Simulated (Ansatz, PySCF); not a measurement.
Reaction: CH5N (methanamine, SMILES CN) + H+ → CH6N+ (SMILES C[NH3+])
Each species at its own B3LYP-D3(BJ)/def2-TZVP minimum (Ansatz, a quantum-chemistry and plane-wave program).

Property: proton affinity (enthalpy at 298 K, ideal-gas terms from PySCF's Hessians at B3LYP-D3(BJ)/def2-TZVP), positive where energy is released, in kcal/mol. Radicals and triplets start from unrestricted determinants; spin-orbit coupling is neglected. CBS(X,Y): correlation extrapolated as X^-3, Hartree-Fock from the larger set (Q,5: extrapolated as (X+1)exp(-9√X)). A bracket is a step between two methods taken in the basis named. The functionals are non-relativistic, so their misses hold any scalar relativity. 'core' is core correlation in cc-pwCVTZ, 'X2C' scalar relativity in cc-pVTZ-DK, both at CCSD(T).

From measured enthalpies of formation at 298 K: 215.0 kcal/mol (Active Thermochemical Tables 1.112 (ions: stationary electron), as tabulated in the package chemicals). The calculations leave out spin-orbit terms.

Task: What does PBE/def2-TZVPD (Ansatz) give here, and how do the other levels compare?

Result: PBE gives 213.1 kcal/mol, 1.9 kcal/mol below it. Errors of the others: B3LYP/def2-TZVPD (Ansatz) -0.9; PBE0/def2-TZVPD (Ansatz) 0.2; CCSD(T)/CBS(cc-pVQZ,cc-pV5Z) + core + X2C (Ansatz) -0.2; CCSD(T)/CBS(cc-pVQZ,cc-pV5Z) + [CCSDT(Q) - CCSD(T)]/cc-pVDZ + core + X2C (Ansatz) -0.3 kcal/mol. Nearer than PBE: B3LYP/def2-TZVPD, PBE0/def2-TZVPD, CCSD(T)/CBS(cc-pVQZ,cc-pV5Z) + core + X2C, CCSD(T)/CBS(cc-pVQZ,cc-pV5Z) + [CCSDT(Q) - CCSD(T)]/cc-pVDZ + core + X2C.
